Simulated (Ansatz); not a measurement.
A made-up structure of H$_{2}$SO$_{2}$, closed shell:

O1  (-1.173, -0.086, -0.857)
S2  (-0.603, -0.432, 0.655)
O3  (0.918, 0.009, 1.129)
H4  (-0.824, 0.198, -1.653)
H5  (1.682, 0.311, 0.726)
(Å)

It is relaxed with PBE-D4/def2-SVP and then PBE0-D4/def2-TZVP (Ansatz 0.2.0). Atoms count as bonded within 1.22 times the sum of their covalent radii (H–H: 0.88 Å). The end point is not checked to be a true minimum.

Question: Does its bonding change? (Judge from chemistry; the calculation decides.)

Answer: The calculation gives: No: no bond forms or breaks.

Where it ends: The first stage lowers the energy by 1.73 eV in 8 steps. It ends as H₂SO₂ ([OH][S][OH]):
| atom | x (Å) | y (Å) | z (Å) |
| --- | --- | --- | --- |
| O1 | -1.1399 | 0.2108 | -0.6813 |
| S2 | -0.4431 | -0.6813 | 0.4992 |
| O3 | 0.7276 | 0.2952 | 1.0916 |
| H4 | -0.6909 | 0.0370 | -1.5167 |
| H5 | 1.5464 | 0.1382 | 0.6072 |

Labels in which every atom is bracketed show which atoms are joined, not bond orders.

For scale, one of the runs: PBE0-D4/def2-TZVP relaxation, 111 basis functions, launched by `ansatz run in.yaml --threads 2 --pin off --events-out ev --progress --plain --max-ram 4352MiB`. The run took about 7.5 s on 2 CPU threads of an Arm Neoverse V2 (shared host).
